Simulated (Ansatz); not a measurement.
Input file:

```yaml
crystal:
  periodic: [false, false, false]
  atoms:
    - {symbol: N, position_ang: [0.000000, 0.000000, 1.484201]}
    - {symbol: Ga, position_ang: [0.000000, 0.000000, -0.305855]}
    - {symbol: H, position_ang: [0.000000, 0.000000, 2.490372]}
    - {symbol: H, position_ang: [0.000000, 1.403312, -0.979106]}
    - {symbol: H, position_ang: [0.000000, -1.403312, -0.979106]}
basis:
  gaussian: {orbitals: cc-pVTZ}
magnetization: {spin_polarized: false, initial_magnetization: 1}
correlation: {method: bccd_t, electrons: outside_noble_gas}
```

```sh
$ ansatz run in.yaml --threads 2 --pin off --events-out ev --progress --plain --max-ram 24576MiB --backend cuda --devices 0, --max-vram 18GiB
```

**Question.** Roughly how long does this take on 2 threads of AMD EPYC 7R13 with a shared H100 80 GB, shared host, and how much host memory?

**Answer.** 16 s wall and 0.8 GiB.

```
687 factors; integrals over basis functions are off by at most 1.2e-3 eV
mean field evaluation 1: about -53857.0683 eV, gradient 3.8e1 eV
mean field evaluation 2: about -53857.0717 eV, gradient 3.8e1 eV
mean field evaluation 4: about -53862.9965 eV, gradient 5.0e0 eV
mean field evaluation 8: about -53863.2782 eV, gradient 1.6e-1 eV
mean field evaluation 16: about -53863.2440 eV, gradient 2.0e0 eV
mean field evaluation 32: about -53863.2410 eV, gradient 3.8e0 eV
mean field evaluation 64: about -53862.7479 eV, gradient 3.5e-3 eV
mean field evaluation 96: about -53841.3198 eV, gradient 3.8e1 eV
mean field evaluation 128: about -53854.9607 eV, gradient 9.4e-3 eV
mean field -53863.27832354 eV, -1979.4389685487 hartree, gradient 1.6e-6 eV, S^2 0.750000; 7 other end points of the search recorded, 0 dependent functions left out
mean field evaluation 160: about -53863.3944 eV, gradient 1.3e0 eV
determinant -53863.27832354 eV, -1979.4389685487 hartree, with singles and doubles -53871.27548071 eV, -1979.7328586541 hartree
determinant -53862.74791262 eV, -1979.4194763070 hartree, with singles and doubles -53870.64739992 eV, -1979.7097771106 hartree
15 core orbitals not correlated: weight in the atoms' cores, before any rotation towards them, 0.906 or more for the frozen orbitals, at most 0.095 for the correlated occupied ones
reference -53863.27832354 eV, -1979.4389685487 hartree; 6, 5 occupied and 94, 95 virtual orbitals, 687 factors
second order -7.00820816 eV of doubles, -0.08586606 eV of singles
cycle   1  -7.84266079 eV  change   -6.2e-1 eV  update   2.6e-2
cycle   2  -7.86275964 eV  change   -2.0e-2 eV  update   7.6e-3
cycle   3  -7.86107975 eV  change    1.7e-3 eV  update   4.7e-3
cycle   4  -7.86040763 eV  change    6.7e-4 eV  update   2.2e-3
cycle   5  -7.86072018 eV  change   -3.1e-4 eV  update   1.2e-3
cycle   6  -7.86046115 eV  change    2.6e-4 eV  update   5.3e-4
cycle   7  -7.86055794 eV  change   -9.7e-5 eV  update   1.9e-4
cycle   8  -7.86057284 eV  change   -1.5e-5 eV  update   8.9e-5
cycle   9  -7.86056665 eV  change    6.2e-6 eV  update   3.6e-5
cycle  10  -7.86055438 eV  change    1.2e-5 eV  update   1.7e-5
cycle  11  -7.86055951 eV  change   -5.1e-6 eV  update   6.3e-6
perturbative correction -0.26093345 eV, -0.0095891274 hartree
Total energy: -53871.39981649 eV, -1979.7374279098 hartree
```
